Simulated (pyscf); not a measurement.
# Substitution at C: H₃C–CH₂–Mg–CH₂–CH₃ (SMILES C[CH2][Mg][CH2]C) + H• (SMILES [H]) → [H₃C–CH₂–Mg]• (SMILES C[CH2][Mg]) + H₃C–CH₃ (SMILES CC)

Gas phase, doublet surface, charge 0. Bonds broken: Mg1–C2. Bonds formed: C2–H16. Single points on ωB97X-D3(BJ)/def2-SVP structures (PySCF, gas phase).

Transition state (Å):

```xyz
16

Mg     0.0136     0.9332     0.3581
C     -0.8866    -0.7935     1.5321
C     -1.2074    -1.8096     0.4241
C      0.9010     2.6341    -0.5341
C      0.2481     3.1048    -1.8449
H      0.0165    -0.9095     2.1401
H     -1.6813    -0.1710     1.9549
H     -0.3043    -2.0947    -0.1403
H     -1.9270    -1.4002    -0.3036
H     -1.6460    -2.7409     0.8249
H      0.8919     3.4605     0.2029
H      1.9737     2.4229    -0.7090
H      0.7399     3.9971    -2.2742
H      0.2780     2.3242    -2.6256
H     -0.8153     3.3693    -1.7067
H     -1.4237    -1.7418     2.7245
```

One imaginary mode, 1448i cm⁻¹; descent along it reached the two sides named.

| bond | change | reactant side (Å) | saddle | product side |
|---|---|---|---|---|
| Mg1–C2 | breaks | 2.107 | 2.274 | 3.5 |
| C2–H16 | forms | 3.8 | 1.615 | 1.107 |

Electronic energies relative to the separated reactants (kcal/mol):

| level | barrier | reaction energy | reverse barrier |
|---|---|---|---|
| ωB97X-D3(BJ)/def2-TZVP | 14.6 | -49.1 | 63.7 |
| PBE/def2-TZVP | 3.8 | -51.7 | 55.5 |
| r²SCAN/def2-TZVP | 4.9 | -53.1 | 58.0 |
| B3LYP-D3(BJ)/def2-TZVP | 6.4 | -53.9 | 60.3 |
| PBE0-D3(BJ)/def2-TZVP | 7.9 | -51.9 | 59.8 |
| M06-2X/def2-TZVP | 9.4 | -52.6 | 62.0 |
| ωB97M-D3(BJ)/def2-TZVP | 12.4 | -50.0 | 62.4 |
| HF/def2-TZVP | 27.0 | -53.7 | 80.7 |

With ωB97M-D3(BJ)/def2-TZVP energies and thermal terms (ideal gas, 1 atm, RRHO with modes under 100 cm⁻¹ raised to 100, one conformer, R ln 2 for chiral ones without a mode under 150 cm⁻¹), in kcal/mol:

```json
[
 {"T (K)": "298", "ΔH‡": "13.2", "ΔG‡": "19.6", "ΔH": "-44.7", "ΔG": "-47.4"},
 {"T (K)": "600", "ΔH‡": "12.6", "ΔG‡": "26.4", "ΔH": "-46.7", "ΔG": "-49.4"},
 {"T (K)": "900", "ΔH‡": "12.2", "ΔG‡": "33.4", "ΔH": "-48.5", "ΔG": "-50.3"},
 {"T (K)": "1200", "ΔH‡": "11.8", "ΔG‡": "40.5", "ΔH": "-50.1", "ΔG": "-50.7"}
]
```

Abstraction by the radical was not located in this set and often lies lower. This is the saddle that the search found; another between the same sides may lie lower. The angle at the attacked C is 163°.
